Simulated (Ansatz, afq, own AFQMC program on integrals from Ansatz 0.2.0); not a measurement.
AFQMC on a folder of integrals that Ansatz 0.2.0 wrote.

```yaml
crystal:
  periodic: [false, false, false]
  atoms:
    - {symbol: Si, position_ang: [0.000214, -0.000148, -0.104532]}
    - {symbol: H, position_ang: [3.382682, 0.034877, 0.977791]}
    - {symbol: H, position_ang: [-1.723329, 2.915843, 0.963239]}
    - {symbol: H, position_ang: [-1.665323, -2.946587, 0.971676]}
basis:
  gaussian: {orbitals: 6-31G}
magnetization: {spin_polarized: true, initial_magnetization: 1}
correlation: {method: ccsd_t, electrons: outside_noble_gas, hamiltonian_folder: ham}
```

```sh
$ ansatz run in.yaml --threads 1 --pin off --events-out ev --progress --plain --max-ram 24576MiB --backend cuda --devices 0, --max-vram 18GiB
```

Options of the walk:

```
--method free --trial cid --walkers 50 --time-step 0.08 --max-blocks 120 --target-error 0.00128 --factor-cut 0.001 --seed 5335 --times 0.0,0.4,0.8,1.6,2.4 --taylor-order 4
```

Times are imaginary, in 1/Eh. The walk had a cap of 60 s.

```
orbitals 14  electrons 4 3  factors 42 of 239
reference energy -290.32507661 Eh
CCSD correlation -0.02639011 Eh in 24 cycles, weight of the determinant in the CISD state 0.8381
repeat  energy at the last time / Eh  error
    10  -290.352578  0.000526
    20  -290.353070  0.000392
    30  -290.352622  0.000319
time / (1/Eh)  energy / Eh  error  mean overlap
  0.00  -290.351445  0.000066  1.1812
  0.40  -290.351739  0.000173  1.1800
  0.80  -290.352023  0.000244  1.1729
  1.60  -290.352490  0.000336  1.1685
  2.40  -290.352602  0.000311  1.1623
energy -290.352602 +/- 0.000311 Eh
```

Task: Estimate how long the walk took on 1 × NVIDIA H100 80GB HBM3 with 2 threads of AMD EPYC 7R13 Processor (Zen 3), with other jobs on the host (the card was shared).

Result: 1.8 s of wall time.

The run passed its tests (error under three times the target), which doesn't prove that it has relaxed.

Against this walk (error 8.5 meV) on the same determinant: CCSD(T) 16.6 meV higher (within the noise), CCSDT(Q) 13.1 meV lower (within the noise), CCSDTQ 24.4 meV lower, full CI 39.0 meV lower. The error is statistical, and a free projection of finite length keeps a remainder of its start. The determinant has ⟨S²⟩ = 2.69, so the low cluster orders mix in higher spin, and so can this walk. Full CI is exact here, so the walk's 39 meV above it is the walk's own error: what remains of the start. The determinant is a poor start (see the cautions), so the low cluster orders aren't to be relied on, and full CI is the sure value.

Cautions: remainder of the start not in the error; start is not spin pure; unrestricted determinant spin contaminated (⟨S²⟩ 2.69 against 0.75); the next higher spin lies close (full CI puts it 117 meV above); walk and cluster series may follow different spin states; the coarse factor cut changes the integrals a little; the time-step error isn't removed.

CCSDT and higher add their correlation energy to the determinant of the CCSD(T) run, since their own runs factorise the integrals more tightly (a shift of under 2 meV). A walk keeps the symmetry of its determinant, which the program's search chose and which needn't be the lowest solution, so a lower state of the same spin and another symmetry isn't excluded.
